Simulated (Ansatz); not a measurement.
A run of Ansatz (development build ahead of 0.2.0) on triplet C2H4 at this shape:

```xyz
6

C    -0.1541    0.6260    0.3623
C     0.1548   -0.6295   -0.3605
H    -0.7710    0.6469    1.2483
H     0.2117    1.5624   -0.0328
H     1.0219   -1.1920   -0.0573
H    -0.4892   -1.0625   -1.1138
```

Its results:

```
Converged                       : yes
Total energy                    : -77.90971 hartree
Spin squared of the determinant : 2.013
Stability test                  : minimum
```

Forces (eV/Å):
```csv
atom,Fx,Fy,Fz
C1,0.062,-0.423,-0.572
C2,-0.074,0.429,0.475
H3,-0.083,-0.022,0.123
H4,-0.007,0.221,0.054
H5,0.224,-0.274,-0.033
H6,-0.120,0.069,-0.047
```

(1) Which input gives this output? Name the method, the orbitals and the basis set, and write the input.

Answers

(1) UHF in def2-SVP.

```yaml
crystal:
  periodic: [false, false, false]
  atoms:
    - { symbol: C, position_ang: [-0.15409, 0.62604, 0.36228] }
    - { symbol: C, position_ang: [0.15484, -0.62946, -0.36054] }
    - { symbol: H, position_ang: [-0.77101, 0.64688, 1.24831] }
    - { symbol: H, position_ang: [0.21173, 1.56239, -0.03281] }
    - { symbol: H, position_ang: [1.0219, -1.19197, -0.05731] }
    - { symbol: H, position_ang: [-0.48918, -1.06249, -1.11383] }
basis:
  gaussian: { orbitals: def2-SVP }
magnetization:
  spin_polarized: true
  initial_magnetization: 2
hamiltonian:
  xc: hf
output:
  forces: true
```

Caution: another spin multiplicity may lie lower.
